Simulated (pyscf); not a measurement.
9 transition-metal steps of one kind (addition across a multiple bond or ene-type step, closed-shell): barrier in kcal/mol, from the separated reactants or the lowest minimum found. PySCF, gas phase, ωB97X-D3(BJ)/def2-SVP geometries. Functionals in def2-TZVP; the last column is ωB97M-D3(BJ)/def2-TZVP. Rows were drawn at random from the steps of this kind and element class whose saddle was verified and whose references are stable.

```json
[
 {"step": "`[O]=[Mo](=[O])([OH])[OH]` + `[H][H]` → `[O]=[MoH]([OH])([OH])[OH]`", "PBE": "37.3", "M06-2X": "42.6", "PBE0-D3(BJ)": "37.8", "ωB97M-D3(BJ)": "41.2"},
 {"step": "`[F][W]([F])([F])([F])=[Se]` + `[ClH]` → `[F][W]([F])([F])([F])([Cl])[SeH]`", "PBE": "…", "M06-2X": "30.8", "PBE0-D3(BJ)": "23.3", "ωB97M-D3(BJ)": "29.6"},
 {"step": "`[O]=[Mo](=[O])([F])[F]` + `[H][H]` -> `[O]=[MoH]([OH])([F])[F]`", "PBE": "34.1", "M06-2X": "39.1", "PBE0-D3(BJ)": "34.4", "ωB97M-D3(BJ)": "37.9"},
 {"step": "`[O]=[Nb]([F])([F])[F]` + `[H][H]` → `[OH][NbH]([F])([F])[F]`", "PBE": "32.5", "M06-2X": "36.7", "PBE0-D3(BJ)": "32.7", "ωB97M-D3(BJ)": "36.0"},
 {"step": "`[O]=[W](=[O])([Cl])[Cl]` + `[H][H]` → `[O]=[WH]([OH])([Cl])[Cl]`", "PBE": "33.0", "M06-2X": "38.7", "PBE0-D3(BJ)": "32.8", "ωB97M-D3(BJ)": "36.7"},
 {"step": "`[O]=[Ta]([Cl])([Cl])[Cl]` + `[H][H]` → `[OH][TaH]([Cl])([Cl])[Cl]`", "PBE": "30.3", "M06-2X": "35.4", "PBE0-D3(BJ)": "29.8", "ωB97M-D3(BJ)": "33.8"},
 {"step": "`[O]=[W](=[O])([OH])[OH]` + `[H][H]` -> `[O]=[WH]([OH])([OH])[OH]`", "PBE": "32.2", "M06-2X": "37.5", "PBE0-D3(BJ)": "32.3", "ωB97M-D3(BJ)": "35.9"},
 {"step": "`[O]=[Nb]([Cl])([Cl])[Cl]` + `[H][H]` → `[OH][NbH]([Cl])([Cl])[Cl]`", "PBE": "36.0", "M06-2X": "42.0", "PBE0-D3(BJ)": "36.2", "ωB97M-D3(BJ)": "40.4"},
 {"step": "`[O]=[Ta]([F])([F])[F]` + `[H][H]` -> `[OH][TaH]([F])([F])[F]`", "PBE": "…", "M06-2X": "28.5", "PBE0-D3(BJ)": "24.6", "ωB97M-D3(BJ)": "27.7"}
]
```

Q: Some entries are withheld; supply them.

A: 
- `[F][W]([F])([F])([F])=[Se]` + `[ClH]` → `[F][W]([F])([F])([F])([Cl])[SeH]`, PBE: 20.9
- `[O]=[Ta]([F])([F])[F]` + `[H][H]` -> `[OH][TaH]([F])([F])[F]`, PBE: 24.9

Differences from the last column (kcal/mol): PBE: mean -4.2, median -3.7, mean size 4.2, lower in 9 of 9; M06-2X: mean +1.3, median +1.4, mean size 1.3, lower in 0 of 9; PBE0-D3(BJ): mean -3.9, median -3.6, mean size 3.9, lower in 9 of 9. PBE is closest for row 9 (2.7 kcal/mol apart) and farthest for row 2 (8.7 kcal/mol). PBE, r²SCAN and M06-2X carry no added dispersion term. The last column is a level with limits of its own. Each barrier is that of the saddle found. Elements up to Kr have no core potential and no relativistic terms here. Elements past Kr carry the def2 core potentials, without spin-orbit coupling.
